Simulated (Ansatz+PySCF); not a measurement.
Values are calculated unless marked as measured or tabulated.
# Several solutions for triplet H₂O₂ in separate pieces

```tsv
atom	x (Å)	y (Å)	z (Å)
O	0.0000	0.0000	-0.1085
H	0.0000	0.0000	0.8679
O	29.9518	-0.0257	0.0937
H	30.3857	0.2054	-0.7499
```

Basis set: STO-3G (spherical functions). Charge 0, multiplicity 3.

UHF was run from several starts with Ansatz (development build ahead of 0.2.0) and PySCF 2.14.0.

```json
{"run": "A", "program": "PySCF", "start": "guess minao, instabilities followed", "converged": "yes", "energy (hartree)": "-148.36420", "<S²>": "3.00"}
{"run": "B", "program": "PySCF", "start": "program defaults", "converged": "yes", "energy (hartree)": "-148.36420", "<S²>": "3.00"}
{"run": "C", "program": "PySCF", "start": "guess atom, instabilities followed", "converged": "yes", "energy (hartree)": "-148.72658", "<S²>": "2.01"}
{"run": "D", "program": "PySCF", "start": "guess huckel, instabilities followed", "converged": "yes", "energy (hartree)": "-148.72658", "<S²>": "2.01"}
{"run": "E", "program": "PySCF", "start": "guess 1e, instabilities followed", "converged": "yes", "energy (hartree)": "-148.72658", "<S²>": "2.01"}
{"run": "F", "program": "Ansatz", "start": "atomic start, no search", "converged": "yes", "energy (hartree)": "-148.72658", "<S²>": "2.01"}
{"run": "G", "program": "Ansatz", "start": "stability test followed", "converged": "yes", "energy (hartree)": "-148.72658", "<S²>": "2.01"}
{"run": "H", "program": "Ansatz", "start": "search for the lowest state", "converged": "yes", "energy (hartree)": "-148.72658", "<S²>": "2.01"}
```

**Question.** Which runs reached the lowest solution of this kind, and what is wrong with the others?

**Answer.** C, D, E, F, G, H reached the lowest solution found. Converged but too high: A by 9.86 eV, B by 9.86 eV. Convergence only shows a stationary point, and even a stable one can lie too high; stability tests and further starts are what find lower ones.
